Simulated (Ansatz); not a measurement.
## Ligand exchange: CH5N + MgH(OH) → CH4O + MgH(NH2)

Species: CH5N (methylamine) `CN`, singlet; MgH(OH), singlet; CH4O (methanol) `CO`, singlet; MgH(NH2), singlet. The partners trade NH2 for OH: C–NH2 and Mg–OH bonds give way to C–OH and Mg–NH2.

Shapes, held fixed at every level: PBE0-D4/def2-TZVP. Programs: Ansatz 0.2.0. The zero-point and thermal change to 298 K, harmonic and unscaled (PBE0-D4/def2-TZVP), is -3.4 kJ/mol.

Problem. Estimate ΔH(298 K) of this reaction.

Solution. The highest level, CCSD(T)/def2-TZVPP, gives ΔH(298 K) = +73.9 kJ/mol; the levels span +71.8 to +83.7. The column of differences is taken from that level and isn't an error. No measured value is set beside it here. Outer-core shells of Mg are correlated in most correlated rows, in sets that cover them unevenly.

```tsv
level	kind	ΔH(298 K) (kJ/mol)	less CCSD(T)/def2-TZVPP
SPW92/def2-TZVPP	LDA	+73.3	-0.6
PBE-D4/def2-TZVPP	GGA	+71.8	-2.1
r2SCAN-D4/def2-TZVPP	meta-GGA	+75.9	+2.0
r2SCAN0-D4/def2-TZVPP	global hybrid	+77.3	+3.4
MP2/def2-TZVPP	perturbation theory	+78.5	+4.6
CCSD(T)/def2-SVP	coupled cluster or CI	+83.7	+9.8
CCSD(T)/def2-TZVPP	coupled cluster or CI	+73.9	0.0
```
